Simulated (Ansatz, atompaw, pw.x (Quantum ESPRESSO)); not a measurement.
**pw.x on fcc Pd: one setting changed**

Potential: PAW, atompaw 4.2.0.5, LDA (PW92); core [Ar] 3d10, reference 4s2 4p6 4d9 5s1 5p0; waves: 4s (bound): rc 1.50 bohr; 5s (bound): rc 1.50 bohr; 4p (bound): rc 1.80 bohr; 5p (bound, empty): rc 2.35 bohr; 4d (bound): rc 1.90 bohr; 4d channel at 1.8 Ry: rc 2.35 bohr; local part: bessel scheme, radius 1.60 bohr; core correction: smooth core density matched at 1.80 bohr; augmentation: sinc compensation charge, radius 1.75 bohr; PAW radius 2.35 bohr; waves and projectors: custom rrkj gramschmidtortho.

The reference run (k-mesh 15³, cutoffs 85/850 Ry, Fermi–Dirac 0.01 Ry, mixing_beta 0.4, conv_thr 1e-9, no spin) gives 0.73 GPa at 14.233 Å³/atom, where all-electron LAPW gives -0.81 GPa. This run, with its own iteration cap, changes mixing_ndim to 4.

```
&control
  calculation='scf', prefix='x', pseudo_dir='./', outdir='./tmp', tstress=.true., disk_io='none'
/
&system
  ibrav=0, nat=1, ntyp=1, ecutwfc=85, ecutrho=850, nbnd=17,
  occupations='smearing', smearing='fd', degauss=0.01
/
&electrons
  conv_thr=1e-09, mixing_beta=0.4, electron_maxstep=70, mixing_ndim=4
/
ATOMIC_SPECIES
Pd 1.0 Pd.UPF
CELL_PARAMETERS angstrom
  0.00000000 1.92348506 1.92348506
  1.92348506 0.00000000 1.92348506
  1.92348506 1.92348506 0.00000000
ATOMIC_POSITIONS crystal
Pd 0.0000 0.0000 0.0000
K_POINTS automatic
15 15 15 0 0 0
```

```bash
pw.x < Pd.scf.in > Pd.scf.out
```

Q: How does the run end?

A: It converges in 11 iterations; the free energy moves by +0.0 meV/atom and the pressure by +0.00 GPa. The result is that of the reference run.

```
Message from routine setup:
     using ibrav=0 with symmetry is DISCOURAGED, use correct ibrav instead
     lattice parameter (alat)  =       5.1405  a.u.
     unit-cell volume          =      96.0490 (a.u.)^3
     number of electrons       =        18.00
     number of Kohn-Sham states=           17
     kinetic-energy cutoff     =      85.0000  Ry
     charge density cutoff     =     850.0000  Ry
     scf convergence threshold =      1.0E-09
     Exchange-correlation= SLA PW NOGX NOGC
     number of k points=   120  Fermi-Dirac smearing, width (Ry)=  0.0100
     iteration #  1     ecut=    85.00 Ry     beta= 0.40
     total energy              =    -502.46783752 Ry
     estimated scf accuracy    <       0.19500702 Ry
     iteration #  2     ecut=    85.00 Ry     beta= 0.40
     total energy              =    -502.51162109 Ry
     estimated scf accuracy    <       0.00773884 Ry
     iteration #  3     ecut=    85.00 Ry     beta= 0.40
     total energy              =    -502.51378375 Ry
     estimated scf accuracy    <       0.00122216 Ry
     [... 5 iterations left out ...]
     iteration #  9     ecut=    85.00 Ry     beta= 0.40
     total energy              =    -502.51529791 Ry
     estimated scf accuracy    <          3.7E-09 Ry
     iteration # 10     ecut=    85.00 Ry     beta= 0.40
     total energy              =    -502.51529791 Ry
     estimated scf accuracy    <          3.6E-09 Ry
     iteration # 11     ecut=    85.00 Ry     beta= 0.40
     the Fermi energy is    20.2594 ev
!    total energy              =    -502.51529791 Ry
     estimated scf accuracy    <          2.9E-10 Ry
     smearing contrib. (-TS)   =      -0.00713476 Ry
     convergence has been achieved in  11 iterations
          total   stress  (Ry/bohr**3)                   (kbar)     P=        7.27
     Message from routine punch:
     Nothing written, as per user request (disk_io='none')
```

The run took about 34 s on one core of a shared host (AMD EPYC 7R13 Processor, 48 threads, 185 GiB, load 18).
